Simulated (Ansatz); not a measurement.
System: ethylene, C$_{2}$H$_{4}$ (charge 0, singlet). 
Structure (B3LYP-D3(BJ)/def2-TZVP (Ansatz, a program for electronic structure) minimum search):
```xyz
6

C     -0.0012    -0.0058     0.6623
C      0.0012     0.0058    -0.6623
H      0.0167     0.9104     1.2401
H     -0.0212    -0.9321     1.2238
H      0.0212     0.9321    -1.2238
H     -0.0167    -0.9104    -1.2401
```
Charge 0, spin multiplicity 1.

Quantity: atomisation energy (electronic, to ground-state atoms), in kcal/mol. Cores are frozen in the correlated levels unless marked. UHF or UKS for open shells. No spin-orbit coupling. Non-relativistic. The coupled-cluster limit lacks core correlation, which all-electron functionals hold. CBS(X,Y): correlation extrapolated as X^-3; Hartree-Fock from the larger set.

| level | program | atomisation energy (kcal/mol) |
|---|---|---|
| HF/cc-pVQZ | Ansatz | 428.5 |

Predict the CCSD(T)/CBS(cc-pVTZ,cc-pVQZ) result (Ansatz).

562.1 kcal/mol
